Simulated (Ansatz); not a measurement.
# CH4Si: the cost of one run

The runs use Ansatz 0.2.0, Gaussian basis; cc-pVTZ, core rule «outside noble gas», up to 6 orbitals frozen.

Plan: UHF; CCSD(T) on RHF; CCSD(T) on UHF; BCCD(T) on RHF; CCSDT(Q) on RHF.

**1. What is computed**

The geometry derives from a PBE0/def2-TZVP stationary point (not a proven minimum). One bond is set to the value named and the two fragments are kept rigid.

6 atoms, charge 0, spin multiplicity 1.

Atoms are counted from 1 here; the program's logs count them from 0.

Bond lengths: Si1–H3 1.493 Å, Si1–H4 1.491 Å, Si1–H5 1.491 Å, C2–H6 1.105 Å. Angles: H3–Si1–H4 109.1°, H3–Si1–H5 109.1°, H4–Si1–H5 109.2°.

**2. UHF**

in.yaml

```yaml
crystal:
  periodic: [false, false, false]
  atoms:
    - {symbol: Si, position_ang: [0.000000, 0.047749, 0.723382]}
    - {symbol: C, position_ang: [0.000000, -0.172194, -1.803063]}
    - {symbol: H, position_ang: [0.000000, 1.365526, 1.424211]}
    - {symbol: H, position_ang: [1.215343, -0.717979, 1.124022]}
    - {symbol: H, position_ang: [-1.215343, -0.717979, 1.124022]}
    - {symbol: H, position_ang: [0.000000, 0.791822, -2.343292]}
basis:
  gaussian: {orbitals: cc-pVTZ}
magnetization: {spin_polarized: true, initial_magnetization: 0}
hamiltonian: {xc: hf}
output: {orbitals: {seedname: orbitals}}
```

The run is started by

```sh
ansatz run in.yaml --threads 1 --pin off --events-out ev --progress --plain --max-ram 4096MiB --backend cpu
```

What time and memory should one allow on 1 thread of AMD EPYC 7R13, shared host?

About 8.5 s, with a peak of 0.25 GiB.
